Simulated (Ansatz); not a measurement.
Consider the formal hydrolysis of the Si–C bond: `B[SiH2]C` + H₂O → `B[SiH2]O` + CH₄.

Calculated with Ansatz (gas phase, PBE0-D4/def2-TZVP geometries, no zero-point term in ΔE). CBS: MP2 limit from def2 TZ/QZ plus the TZ coupled-cluster correction, frozen cores. This one scheme is used for every species. Functionals use def2-TZVPP. B3LYP here is the variant with VWN-RPA as its local correlation; programs differ in this. One conformer a species, not always the lowest.

`B[SiH2]C`:

```xyz
10

B     0.776    1.433   -0.888
Si   -0.269    0.391    0.476
C    -0.338   -1.466    0.214
H     1.377    0.930   -1.792
H     0.822    2.627   -0.804
H    -1.657    0.947    0.517
H     0.343    0.690    1.808
H     0.667   -1.893    0.214
H    -0.916   -1.955    1.001
H    -0.803   -1.704   -0.746
```

H₂O:

Cartesian coordinates in Å:
```
O -0.309 -0.152 0.181
H 0.386 0.387 0.565
H -0.077 -0.235 -0.746
```

`B[SiH2]O`:

```xyz
8

B     0.363    0.573    1.202
Si    0.158   -0.077   -0.684
O    -0.844   -1.374   -0.906
H    -0.353    0.245    2.104
H     1.217    1.374    1.451
H     1.463   -0.494   -1.261
H    -0.318    1.116   -1.458
H    -1.686   -1.363   -0.449
```

CH₄:

```xyz
5

C     0.000    0.000    0.000
H     1.053   -0.217   -0.179
H    -0.612   -0.788   -0.438
H    -0.257    0.956   -0.456
H    -0.184    0.049    1.073
```

| species | B3LYP energy (Eh) |
| --- | --- |
| `B[SiH2]C` | -356.68879 |
| H₂O | -76.46667 |
| `B[SiH2]O` | -392.65363 |
| CH₄ | -40.53912 |

Task: Work out ΔE.

Result: ΔE = (-392.65363) + (-40.53912) − (-356.68879) − (-76.46667) = -0.03729 Eh = -23.4 kcal/mol. CCSD(T)/CBS gives -21.0 kcal/mol.

Largest T1 diagnostic among the species: 0.012.

In def2-TZVPP, CCSD(T) changes the Hartree–Fock value by +4.1 kcal/mol (the triples alone add +0.4 kcal/mol) and MP2 by +3.7 kcal/mol. The D4 term adds +0.8 kcal/mol with B3LYP and +0.4 kcal/mol with PBE0; it sums over pairs of atoms, weighted by their polarisabilities, and B3LYP, whose exchange is more repulsive, gets the larger term.
